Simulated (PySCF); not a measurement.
Compound: C4H2FN.
Structure used (PBE0-D3(BJ)/def2-SVP), in Å, numbered top down from 1:
```xyz
8
C4H2FN angstrom
N      2.5995   -0.6145    0.2852
C      1.4610   -0.4227    0.3649
C      0.0286   -0.1694    0.4331
F     -0.4490   -0.5322    1.6618
C     -0.6184    0.9330   -0.2928
C     -0.8526   -0.2703   -0.7392
H     -0.7716    2.0090   -0.3293
H     -1.3465   -0.9513   -1.4283
```

Theory: MP2 and CCSD/aug-cc-pVDZ in PySCF, restricted Hartree–Fock reference, 6 core orbitals frozen, non-relativistic, gas phase, PBE0-D3(BJ)/def2-SVP geometry.

E(HF) = -306.44894 Eh.

(1) How large is the problem?

(2) What are the MP2 and CCSD correlation energies?

(3) What is the T1 diagnostic?

(4) How does correlation change the dipole moment?

Results:

(1) 156 basis functions and 42 electrons; 6 orbitals frozen, which leaves o = 15 correlated occupied and v = 135 virtual orbitals. That is o·v = 2025 singles and o·v(o·v + 1)/2 = 2051325 distinct closed-shell doubles amplitudes before symmetry; the costliest CCSD step grows as o²v⁴ = 7.5 × 10^10.

(2) MP2 -0.8828 Eh and CCSD -0.9030 Eh, which gives totals of -307.33178 and -307.35196 Eh. That is 0.819 eV for each correlated electron at CCSD (2371 kJ/mol in all, 0.294 % of the total energy); MP2 gives 97.8 % of the CCSD value.

(3) 0.0132, below the customary warning level of 0.02. It is the norm of the spatial-orbital singles amplitudes over the root of the number of correlated electrons, so the norm is 0.072.

(4) HF gives 4.85 D and CCSD (unrelaxed density) 4.40 D, a change of -0.45 D.

Connected triples and the basis-set limit are missing.
